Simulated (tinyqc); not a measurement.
ROHF in the sto-6g basis, for CH, spin multiplicity 4, step by step. One step of it, computed by the program tinyqc.

Question. Iteration 2: building the Fock matrix. J_ij = sum D_kl (ij|kl) with D = D(alpha) + D(beta), K_ij = sum D_kl (ik|jl) for each spin; F = H + J - K(s); E = tr D H + tr D J / 2 - 0.5 sum_s tr D(s) K(s) + E_nn.

D(alpha) after iteration 1:
```
,1C 1s,1C 2s,1C 2px,1C 2py,1C 2pz,2H 1s
1C 1s,1.065694,-0.276452,0.000000,0.000000,-0.020058,0.059777
1C 2s,-0.276452,1.172279,0.000000,0.000000,0.056944,-0.333955
1C 2px,0.000000,0.000000,1.000000,0.000000,0.000000,0.000000
1C 2py,0.000000,0.000000,0.000000,1.000000,0.000000,0.000000
1C 2pz,-0.020058,0.056944,0.000000,0.000000,0.108269,0.259489
2H 1s,0.059777,-0.333955,0.000000,0.000000,0.259489,0.815653
```

D(beta) after iteration 1:
```
,1C 1s,1C 2s,1C 2px,1C 2py,1C 2pz,2H 1s
1C 1s,1.035326,-0.142954,0.000000,0.000000,-0.053569,-0.082773
1C 2s,-0.142954,0.585406,0.000000,0.000000,0.204265,0.292714
1C 2px,0.000000,0.000000,0.000000,0.000000,0.000000,0.000000
1C 2py,0.000000,0.000000,0.000000,0.000000,0.000000,0.000000
1C 2pz,-0.053569,0.204265,0.000000,0.000000,0.071288,0.102178
2H 1s,-0.082773,0.292714,0.000000,0.000000,0.102178,0.146490
```

core Hamiltonian H = T + V (hartree):
```
,1C 1s,1C 2s,1C 2px,1C 2py,1C 2pz,2H 1s
1C 1s,-18.294712,-4.197653,0.000000,0.000000,-0.009579,-0.450744
1C 2s,-4.197653,-5.021638,0.000000,0.000000,-0.103252,-1.210627
1C 2px,0.000000,0.000000,-4.013478,0.000000,0.000000,0.000000
1C 2py,0.000000,0.000000,0.000000,-4.013478,0.000000,0.000000
1C 2pz,-0.009579,-0.103252,0.000000,0.000000,-4.076780,-1.147556
2H 1s,-0.450744,-1.210627,0.000000,0.000000,-1.147556,-2.594462
```

Two-electron integrals (ij|kl) in chemists' order, unique and non-zero (hartree):
```
i,j,k,l,(ij|kl)
1,1,1,1,3.543743
2,1,1,1,0.529462
2,1,2,1,0.100317
2,2,1,1,0.853596
2,2,2,1,0.199930
2,2,2,2,0.624844
3,1,3,1,0.021271
3,2,3,1,0.031868
3,2,3,2,0.138108
3,3,1,1,0.853598
3,3,2,1,0.199930
3,3,2,2,0.624843
3,3,3,3,0.673218
4,1,4,1,0.021271
4,2,4,1,0.031868
4,2,4,2,0.138108
4,3,4,3,0.036281
4,4,1,1,0.853598
4,4,2,1,0.199930
4,4,2,2,0.624843
4,4,3,3,0.600655
4,4,4,4,0.673218
5,1,5,1,0.021271
5,2,5,1,0.031868
5,2,5,2,0.138108
5,3,5,3,0.036281
5,4,5,4,0.036281
5,5,1,1,0.853598
5,5,2,1,0.199930
5,5,2,2,0.624843
5,5,3,3,0.600655
5,5,4,4,0.600655
5,5,5,5,0.673218
6,1,1,1,0.059044
6,1,2,1,0.010788
6,1,2,2,0.021216
6,1,3,3,0.021138
6,1,4,4,0.021138
6,1,5,1,0.000708
6,1,5,2,0.001388
6,1,5,5,0.021371
6,1,6,1,0.001193
6,2,1,1,0.171413
6,2,2,1,0.040908
6,2,2,2,0.144732
6,2,3,3,0.141078
6,2,4,4,0.141078
6,2,5,1,0.004137
6,2,5,2,0.029795
6,2,5,5,0.152039
6,2,6,1,0.004562
6,2,6,2,0.048614
6,3,3,1,0.003943
6,3,3,2,0.021337
6,3,5,3,0.005523
6,3,6,3,0.005210
6,4,4,1,0.003943
6,4,4,2,0.021337
6,4,5,4,0.005523
6,4,6,4,0.005210
6,5,1,1,0.161217
6,5,2,1,0.038944
6,5,2,2,0.145472
6,5,3,3,0.138551
6,5,4,4,0.138551
6,5,5,1,0.007215
6,5,5,2,0.048130
6,5,5,5,0.159315
6,5,6,1,0.004511
6,5,6,2,0.057696
6,5,6,5,0.072381
6,6,1,1,0.353787
6,6,2,1,0.085956
6,6,2,2,0.346370
6,6,3,3,0.330274
6,6,4,4,0.330274
6,6,5,1,0.009207
6,6,5,2,0.092244
6,6,5,5,0.378560
6,6,6,1,0.009663
6,6,6,2,0.159597
6,6,6,5,0.207354
6,6,6,6,0.774999
```

nuclear repulsion = 2.13234605 hartree

Give: Coulomb J; exchange K(alpha); exchange K(beta); F(alpha); F(beta); total energy of this density.

Answer.

Coulomb J (hartree):
```
,1C 1s,1C 2s,1C 2px,1C 2py,1C 2pz,2H 1s
1C 1s,10.8023,1.9224,0.0000,0.0000,0.0272,0.2112
1C 2s,1.9224,4.5114,0.0000,0.0000,0.1885,1.0957
1C 2px,0.0000,0.0000,4.5111,0.0000,0.0000,0.0000
1C 2py,0.0000,0.0000,0.0000,4.5111,0.0000,0.0000
1C 2pz,0.0272,0.1885,0.0000,0.0000,4.5121,1.1384
2H 1s,0.2112,1.0957,0.0000,0.0000,1.1384,2.9374
```

exchange K(alpha) (hartree):
```
,1C 1s,1C 2s,1C 2px,1C 2py,1C 2pz,2H 1s
1C 1s,3.6474,0.5974,0.0000,0.0000,0.0030,0.0708
1C 2s,0.5974,0.9834,0.0000,0.0000,0.0818,0.2636
1C 2px,0.0000,0.0000,0.8737,0.0000,0.0000,0.0000
1C 2py,0.0000,0.0000,0.0000,0.8737,0.0000,0.0000
1C 2pz,0.0030,0.0818,0.0000,0.0000,0.4228,0.3102
2H 1s,0.0708,0.2636,0.0000,0.0000,0.3102,0.7147
```

exchange K(beta) (hartree):
```
,1C 1s,1C 2s,1C 2px,1C 2py,1C 2pz,2H 1s
1C 1s,3.5747,0.5354,0.0000,0.0000,0.0025,0.0596
1C 2s,0.5354,0.5135,0.0000,0.0000,0.2201,0.2709
1C 2px,0.0000,0.0000,0.1101,0.0000,0.0000,0.0000
1C 2py,0.0000,0.0000,0.0000,0.1101,0.0000,0.0000
1C 2pz,0.0025,0.2201,0.0000,0.0000,0.2119,0.1873
2H 1s,0.0596,0.2709,0.0000,0.0000,0.1873,0.3044
```

F(alpha) (hartree):
```
,1C 1s,1C 2s,1C 2px,1C 2py,1C 2pz,2H 1s
1C 1s,-11.1398,-2.8726,0.0000,0.0000,0.0147,-0.3104
1C 2s,-2.8726,-1.4936,0.0000,0.0000,0.0034,-0.3786
1C 2px,0.0000,0.0000,-0.3761,0.0000,0.0000,0.0000
1C 2py,0.0000,0.0000,0.0000,-0.3761,0.0000,0.0000
1C 2pz,0.0147,0.0034,0.0000,0.0000,0.0125,-0.3193
2H 1s,-0.3104,-0.3786,0.0000,0.0000,-0.3193,-0.3717
```

F(beta) (hartree):
```
,1C 1s,1C 2s,1C 2px,1C 2py,1C 2pz,2H 1s
1C 1s,-11.0670,-2.8107,0.0000,0.0000,0.0152,-0.2992
1C 2s,-2.8107,-1.0237,0.0000,0.0000,-0.1348,-0.3858
1C 2px,0.0000,0.0000,0.3875,0.0000,0.0000,0.0000
1C 2py,0.0000,0.0000,0.0000,0.3875,0.0000,0.0000
1C 2pz,0.0152,-0.1348,0.0000,0.0000,0.2235,-0.1964
2H 1s,-0.2992,-0.3858,0.0000,0.0000,-0.1964,0.0386
```

total energy of this density = -38.019606 hartree
